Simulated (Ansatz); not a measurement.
A displaced shape of singlet SO₃:

```yaml
atoms:
  - { symbol: S, position_ang: [-0.0352, 0.0234, -0.0267] }
  - { symbol: O, position_ang: [1.4136, -0.0320, 0.0265] }
  - { symbol: O, position_ang: [-0.7472, 1.2888, -0.0129] }
  - { symbol: O, position_ang: [-0.7399, -1.2796, 0.0340] }
```

It was optimised with PBE0/def2-SVP in Ansatz (development build ahead of 0.2.0) to forces under 0.001 eV/Å, with restricted orbitals. Each step stands on the lowest determinant of that kind that the program's search found.

**Question.** What shape does it relax to, and how does the optimisation go?

**Answer.**

```yaml
atoms:
  - { symbol: S, position_ang: [-0.0272, 0.0001, 0.0052] }
  - { symbol: O, position_ang: [1.4142, -0.0097, 0.0141] }
  - { symbol: O, position_ang: [-0.7391, 1.2531, -0.0271] }
  - { symbol: O, position_ang: [-0.7566, -1.2429, 0.0287] }
```

Bond lengths: S1–O2 1.441 Å, S1–O3 1.441 Å, S1–O4 1.441 Å. Angles: O2–S1–O3 120.0°, O2–S1–O4 120.0°, O3–S1–O4 120.0°.

```tsv
step	E − E(start) (eV)	largest force (eV/Å)
1	0.0000	2.2831
2	0.3774	3.8751
3	0.0350	2.0415
4	-0.0249	2.0713
5	-0.0333	1.9586
6	-0.0866	0.3309
7	-0.0909	0.4350
8	-0.0922	0.4323
9	-0.0932	0.3388
10	-0.0948	0.0816
11	-0.0950	0.0669
12	-0.0951	0.0490
13	-0.0951	0.0219
14	-0.0951	0.0073
15	-0.0951	0.0035
16	-0.0951	0.0007
```

The optimisation ended after 16 steps with its threshold met.
